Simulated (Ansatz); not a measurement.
Si2NH6 (SMILES N[SiH][SiH3]): methods side by side

The species is Si2NH6 (9 atoms), meant as a doublet with charge 0. As SMILES, `N[SiH][SiH3]`. Geometry: optimised at B3LYP/def2-SVP. This is one conformer, not always the lowest.

```xyz
9

N    -0.7998    0.8425   -1.4155
Si   -0.4329    0.9159    0.2916
Si    0.6265   -1.0825    0.9728
H    -1.3835    0.0989   -1.7886
H    -0.9139    1.6963   -1.9554
H     0.4775    2.1000    0.4513
H     1.9438   -1.3420    0.3093
H    -0.2721   -2.2383    0.6668
H     0.8429   -1.0370    2.4506
```

Quantity: the dissociation energy of the Si3–Si2 bond into doublet SiH3 and singlet SiNH3 (shapes relaxed at B3LYP/def2-SVP, no zero-point term), in eV. The values are calculated.

| level | kind | program | value (eV) | less CCSD(T)/def2-TZVP |
| --- | --- | --- | --- | --- |
| UHF/def2-TZVP | Hartree–Fock | Ansatz | 1.50 | -0.14 |
| UPBE/def2-TZVP | GGA | Ansatz | 1.78 | +0.14 |
| U-r2SCAN/def2-TZVP | meta-GGA | Ansatz | 1.90 | +0.26 |
| UB3LYP/def2-TZVP | global hybrid | Ansatz | 1.59 | -0.05 |
| U-wB97M-V/def2-TZVP | range-separated hybrid | Ansatz | 1.65 | +0.01 |
| UMP2/def2-TZVP | perturbation theory | Ansatz | 1.72 | +0.08 |
| UCCSD(T)/def2-TZVP | coupled cluster or CI | Ansatz | 1.64 | 0.00 |

UCCSD(T)/def2-TZVP is the highest level here, not the true value. The values span 1.50 to 1.90 eV. A fragment with an even electron count was run as a singlet and may have a lower triplet. Measured bond enthalpies also hold zero-point and thermal terms, a few tenths of an eV less.
